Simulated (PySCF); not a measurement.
**Worked example for methanethial: proton affinity at atom S2**

Structure: `C=S` (CH2S). Numbering: `[CH2:1]=[S:2]`

Energies: ωB97X-D3(BJ)/def2-TZVP (PySCF, density fitting, integration grid level 2) on PBE0-D3(BJ)/def2-SVP structures. Zero-point and thermal terms (298.15 K, 1 bar) come from unscaled PBE0-D3(BJ)/def2-SVP harmonic frequencies, with soft modes damped to free rotors in the entropy.

Step: `C=[SH+]` → `C=S` + H⁺.

```
species  charge  multiplicity       E / Eh
C=[SH+]       1             1  -437.822104
    C=S       0             1  -437.516059
```

Thermal terms, products less reactant: Δ(H − E) = -21.24 kJ/mol, Δ(G − E) = -50.52 kJ/mol (the bare proton has no electronic energy, H = 5/2 RT). 1 Eh = 2625.50 kJ/mol.

Question: What are ΔE, ΔH and ΔG of this step?

Answer: ΔE = 0.306045 Eh = 803.52 kJ/mol; ΔH = 782.3 kJ/mol; ΔG = 753.0 kJ/mol, all in the gas phase at 298.15 K and 1 bar. The digits show the arithmetic; the method itself can be off by 10 kJ/mol or more.
